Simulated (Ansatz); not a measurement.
# Mg2Se2: the cost of one run

Method: the settings change from run to run; program: Ansatz 0.2.0, Gaussian basis.

**1. The relaxed structure**

The structure was relaxed beforehand with r2SCAN-D4/def2-SVP.

4 atoms, charge 1, spin multiplicity 2.

Atoms are counted from 1 here; the program's logs count them from 0.

Bond lengths: Mg1–Se3 2.496 Å, Mg1–Se4 2.497 Å, Mg2–Se3 2.496 Å, Mg2–Se4 2.497 Å. Angles: Se3–Mg1–Se4 108.2°, Se3–Mg2–Se4 108.2°, Mg1–Se3–Mg2 71.8°, Mg1–Se4–Mg2 71.8°.

**2. B3LYP/def2-TZVPD**

Options: coordinates scaled by 1.05, D4 dispersion.

Input file in.yaml:

```yaml
crystal:
  periodic: [false, false, false]
  atoms:
    - {symbol: Mg, position_ang: [-0.967286, 0.911327, 0.770788]}
    - {symbol: Mg, position_ang: [0.966695, -0.912215, -0.770554]}
    - {symbol: Se, position_ang: [1.040523, -0.420480, 1.803135]}
    - {symbol: Se, position_ang: [-1.039921, 0.421368, -1.803370]}
basis:
  gaussian: {orbitals: def2-TZVPD}
total_charge: 1
magnetization: {spin_polarized: true, initial_magnetization: 1}
hamiltonian: {xc: {name: B3LYP}, dispersion: d4}
scf: {omitted_lower_state_checks: [starts]}
output: {forces: true}
```

On the command line:

```console
$ ansatz run in.yaml --threads 4 --pin off --events-out ev --progress --plain --max-ram 3916MiB
```

Q: Estimate wall time and peak memory on 4 threads of Arm Neoverse V1, shared host.

About 9.5 s, with a peak of 0.75 GiB.
